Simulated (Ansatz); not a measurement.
# BH6N: the cost of one run

All numbers below are computed with Ansatz 0.2.0 (RKS B3LYP/def2-SVP).

## 1. Starting point

Bond lengths: B1–H3 1.190 Å, B1–H4 1.190 Å, B1–N5 1.850 Å, N5–H6 1.060 Å, N5–H7 1.060 Å. Angles: H3–B1–H4 120.0°, H3–B1–N5 97.0°, H4–B1–N5 101.2°, B1–N5–H6 120.0°, B1–N5–H7 120.0°, H6–N5–H7 120.0°.

As a file:

```xyz
8

B     0.0000    0.0000    0.0000
H     0.0000    0.0000    1.5400
H     1.0305    0.0000   -0.5950
H    -1.0305    0.0000   -0.5950
N     0.0773   -1.7539    0.5833
H    -0.4410   -2.5119    0.0539
H     0.6400   -2.0009    1.4471
H     0.0395   -0.8969    1.5631
```

## 2. Pulling towards end A

Springs on the bonds that form and break draw the guess towards this end; the thresholds are loose.

input.yaml reads:

```yaml
crystal:
  periodic: [false, false, false]
  atoms:
    - { symbol: B, position_ang: [0.0, 0.0, 0.0] }
    - { symbol: H, position_ang: [0.0, 0.0, 1.54] }
    - { symbol: H, position_ang: [1.0305, 0.0, -0.595] }
    - { symbol: H, position_ang: [-1.0305, 0.0, -0.595] }
    - { symbol: "N", position_ang: [0.0773, -1.7539, 0.5833] }
    - { symbol: H, position_ang: [-0.441, -2.5119, 0.0539] }
    - { symbol: H, position_ang: [0.64, -2.0009, 1.4471] }
    - { symbol: H, position_ang: [0.0395, -0.8969, 1.5631] }
basis:
  gaussian: { orbitals: def2-SVP }
hamiltonian:
  xc: b3lyp
relax:
  f_tol: 0.15
  max_steps: 25
  restrain:
    - { distance: [0, 4], at: 2.75, k: 30.0 }
    - { distance: [7, 1], at: 1.86, k: 30.0 }
    - { distance: [0, 1], at: 1.19, k: 30.0 }
    - { distance: [7, 4], at: 1.06, k: 30.0 }
```

Launch:

```sh
> ansatz run input.yaml --threads 1 --pin off --max-ram 2048MiB --backend cpu --events-out ev --progress --plain --runs-dir out
```

What time and memory should one allow on 1 thread of Arm Neoverse V2, shared host?

About 12 s, with a peak of 0.11 GiB.
